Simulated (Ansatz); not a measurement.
## Structure relaxation of ScMo2

These are results of DFT PBE, scalar-relativistic, plane waves, PAW (Ansatz), not measurements.

The start puts ScMo2 on the CaCl2 structure type (Pnnm, No. 58), with Sc in place of Ca, Mo in place of Cl, at a guessed volume.

Input of the last, converged step (default PAW datasets):

```yaml
crystal:
  lattice:
    - [-1.3222670785, 2.4502360232, 4.0456484601]
    - [1.3222670785, -2.4502360232, 4.0456484601]
    - [1.3222670785, 2.4502360232, -4.0456484601]
  atoms:
    - { symbol: Sc, position: [0.0, 0.0, 0.0] }
    - { symbol: Mo, position: [0.6716384678, 0.1716384678, 0.5] }
    - { symbol: Mo, position: [0.3283615322, 0.8283615322, 0.5] }
basis:
  ecutwfc: 420
kpoints:
  mp_grid: { grid: [20, 20, 20] }
hamiltonian:
  xc: pbe
scf:
  occupations: { method: gaussian, width: 0.1 }
output:
  forces: true
  stress: true
  eigenvalues: true
relax:
  adjacent_minimum: "off"
  f_tol: 0.01
  max_steps: 80
  cell: { stress_tol: 0.05 }
```

Launched as:

```bash
ansatz run input.yaml --threads 1 --pin off --max-ram 2560MiB --backend cpu --events-out ev --progress --plain --runs-dir out
```

Time: 3.9 min on 1 thread of Intel(R) Xeon(R) 6975P-C (Granite Rapids), on a shared host, peak memory 1.4 GiB.

End of the output:

```
SCF converged after 8 iterations
Free energy (F): -12046.569469 eV
Harris-Foulkes:  -12046.569469 eV  (|F-HF|=0.00e0)
Internal energy: -12046.556398 eV  (E = F + TS)
E sigma→0 (E₀):  -12046.562933 eV
Entropy (-TS):   -0.013071 eV (-4.357 meV/atom)
Fermi energy:    16.761678 eV
--- Per-component energies (eV) ---
  E_band       = -303.090327
  E_kinetic    = 1143.924246
  E_local      = -2513.319673  (includes V_loc(G=0)·N_el)
  E_nonlocal   = 371.622577
  E_hartree    = 843.382048
  E_xc         = -470.918989
  E_vxc        = -586.669243  (∫ρ·V_xc dr)
  E_paw        = -7359.029384  (= ΣΔE_a)
  E_vpaw       = -405.412430  (= ΣTr[D̂ρ^β])
  E_aug_tail   = 0.000100  (compensation charges beyond the density's cutoff)
  E_ewald      = -4062.217323
  E_smearing   = -0.013071  (= −TS)
  E_closure    = 0.000000  (closes the sum)
  Σ components = -12046.569469   (vs F -12046.569469, Δ=0.00e0)
--- Forces (eV/Å), atoms counted from 1 ---
  atom   1  Sc     0.00000000     0.00000000     0.00000000
  atom   2  Mo     0.00000000     0.00000000    -0.00139457
  atom   3  Mo     0.00000000     0.00000000     0.00139457
  max |Σ_I F_I| component: 0.00e0 eV/Å
--- Stress (GPa, compression-positive) ---
       -0.010898       0.000000       0.000000
        0.000000      -0.008439       0.000000
        0.000000       0.000000      -0.047504
  P = ⅓ Tr σ = -0.0223 GPa (-0.223 kbar)
--- Relaxed structure (5 steps of the walk, 5 accepted, 1 SCFs on fresh bases) ---
  F+E_penalty+E_count = -12046.56946898 eV   max|allowed force component| = 1.395e-3 eV/Å   (the final SCF, on the basis selected at the relaxed cell)
  cell:  # Å, volume = 52.6124 Å³
    - [-1.338920, 2.442602, 4.021802]
    - [1.338920, -2.442602, 4.021802]
    - [1.338920, 2.442602, -4.021802]
  atoms:
    - { symbol: Sc, position: [0.000000, 0.000000, 0.000000] }
    - { symbol: Mo, position: [0.670808, 0.170808, 0.5] }
    - { symbol: Mo, position: [0.329192, 0.829192, 0.5] }
```

Total energies depend on the potentials used, so only differences within one code and one set of settings carry meaning.

The result has space group Immm (No. 71). Sc has 2 Sc at 2.68 Å and 8 Mo at 2.80–2.97 Å; around Mo lie 3 Mo at 2.68–2.75 Å, 4 Sc at 2.80–2.97 Å and 4 Mo at 3.06 Å.

Against the elements it lies at 0.43 eV/atom. Energies over the elements count from the elements' standard structures at the same level, with no empirical corrections.

For metals, differences of a few meV/atom aren't resolved.

Symmetry constrained the relaxation, so the result can be a saddle point.